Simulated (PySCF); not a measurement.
2-methyl-3-oxopropanenitrile, C4H5NO.
Atom-mapped SMILES: `[CH3:1][C@H:2]([C:3]#[N:4])[CH:5]=[O:6]` (hydrogens: H7, H8, H9 on C1; H10 on C2; H11 on C5)

Level of theory: PBE0-D3(BJ)/def2-SVP geometry optimisation, gas phase (PySCF).

Problem. List the bond lengths, angles and torsions at this level.

Solution. 
```tsv
bond	length (Å)
C1–C2	1.536
C2–C3	1.460
C3≡N4	1.157
C2–C5	1.528
C5=O6	1.196
C1–H7, C1–H8, C1–H9	1.099
C2–H10	1.102
C5–H11	1.120
```

Bonds in one row agree within 0.01 Å and their mean is given. A selection of angles:
```tsv
angle	degrees
C2–C1–H7	111.0
C2–C1–H8	110.4
H7–C1–H8	108.2
H7–C1–H9	108.8
C1–C2–C3	111.8
C1–C2–C5	109.0
C1–C2–H10	109.9
C3–C2–C5	110.4
C3–C2–H10	108.9
C5–C2–H10	106.7
C2–C3–N4	178.4
C2–C5–O6	122.6
C2–C5–H11	115.1
O6–C5–H11	122.3
```

Torsions: C1–C2–C5–O6 -95° (anticlinal).

The C–C distances run from 1.460 Å (C2–C3, drawn single) to 1.536 Å (C1–C2, drawn single), a spread of 0.076 Å.

Point group: C1 (no symmetry element, even within 0.4 Å). Not checked by PBE0-D3(BJ)/def2-SVP frequencies. The numbers are those of one conformer.
